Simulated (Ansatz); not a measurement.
# H6Si3: the cost of one run

Method: PBE0-D4/def2-SVP; program: Ansatz 0.2.0, Gaussian basis.

10 further runs of the same task are left out: 10 set aside as unsound or not needed.

**1. The starting structure**

The first end: 9 atoms, charge 0, spin multiplicity 1.

Atoms are counted from 1 here; the program's logs count them from 0.

Bond lengths: H1–Si2 1.636 Å, Si2–Si3 2.228 Å, Si2–H5 1.491 Å, Si2–H6 1.490 Å, Si3–Si4 2.381 Å, Si4–H7 1.490 Å, Si4–H8 1.492 Å, Si4–H9 1.492 Å. Angles: H1–Si2–Si3 52.8°, H1–Si2–H5 107.6°, H1–Si2–H6 103.1°, Si3–Si2–H5 129.9°, Si3–Si2–H6 120.9°, H5–Si2–H6 107.9°, Si2–Si3–Si4 88.7°, Si3–Si4–H7 111.0°, Si3–Si4–H8 117.4°, Si3–Si4–H9 105.5°, H7–Si4–H8 107.4°, H7–Si4–H9 107.2°, H8–Si4–H9 107.9°.

As a file:

```mol
H6Si3
  3D, bonds by distance, orders not assigned

  9  8  0  0  0  0  0  0  0  0999 V2000
   -0.7714   -1.3056   -0.6766 H   0  0
   -1.1757   -0.8651    0.8459 Si  0  0
   -1.2525    0.3985   -0.9877 Si  0  0
    1.0052    1.0356   -0.5790 Si  0  0
   -0.0228   -1.1942    1.7320 H   0  0
   -2.2912   -1.7942    1.1817 H   0  0
    1.8005    1.0185   -1.8395 H   0  0
    1.7647    0.2536    0.4393 H   0  0
    0.9433    2.4528   -0.1161 H   0  0
  1  2  8  0
  2  3  8  0
  2  5  8  0
  2  6  8  0
  3  4  8  0
  4  7  8  0
  4  8  8  0
  4  9  8  0
M  END
```

The second end:

```xyz
9
H6Si3
H    -0.6774   -1.4936   -1.7423
Si   -1.4077   -0.9413    1.2583
Si   -0.4399   -0.5657   -0.6100
Si    1.2759    0.9832   -0.6920
H    -1.1900   -0.0439    2.4149
H    -2.4955   -1.9269    1.4523
H     1.0364    1.9917   -1.7583
H     2.5884    0.3343   -0.9518
H     1.3098    1.6622    0.6289
```

**2. The band at PBE0-D4/def2-SVP**

The input, neb/in.yaml:

```yaml
crystal:
  periodic: [false, false, false]
  atoms:
    - {symbol: H, position_ang: [-0.771399, -1.305576, -0.676562]}
    - {symbol: Si, position_ang: [-1.175694, -0.865117, 0.845916]}
    - {symbol: Si, position_ang: [-1.252451, 0.398465, -0.987715]}
    - {symbol: Si, position_ang: [1.005189, 1.035633, -0.579021]}
    - {symbol: H, position_ang: [-0.022756, -1.194152, 1.731960]}
    - {symbol: H, position_ang: [-2.291250, -1.794203, 1.181719]}
    - {symbol: H, position_ang: [1.800450, 1.018548, -1.839501]}
    - {symbol: H, position_ang: [1.764728, 0.253644, 0.439340]}
    - {symbol: H, position_ang: [0.943284, 2.452757, -0.116137]}
basis:
  gaussian: {orbitals: def2-SVP}
hamiltonian: {xc: pbe0, dispersion: d4}
neb:
  images: 5
  climbing: true
  max_iterations: 40
  initial_path: idpp
  final_atoms:
    - {symbol: H, position_ang: [-0.677390, -1.493634, -1.742314]}
    - {symbol: Si, position_ang: [-1.407685, -0.941283, 1.258300]}
    - {symbol: Si, position_ang: [-0.439871, -0.565739, -0.609977]}
    - {symbol: Si, position_ang: [1.275944, 0.983197, -0.692007]}
    - {symbol: H, position_ang: [-1.190006, -0.043887, 2.414890]}
    - {symbol: H, position_ang: [-2.495472, -1.926862, 1.452265]}
    - {symbol: H, position_ang: [1.036363, 1.991695, -1.758252]}
    - {symbol: H, position_ang: [2.588415, 0.334294, -0.951833]}
    - {symbol: H, position_ang: [1.309804, 1.662217, 0.628927]}
```

Started as:

```sh
$ ansatz run in.yaml --threads 2 --pin off --events-out ev --progress --plain --max-ram 4352MiB
```

**Question.** How long does this run take on 2 threads of Arm Neoverse V1, shared host?

About 1.7 min.
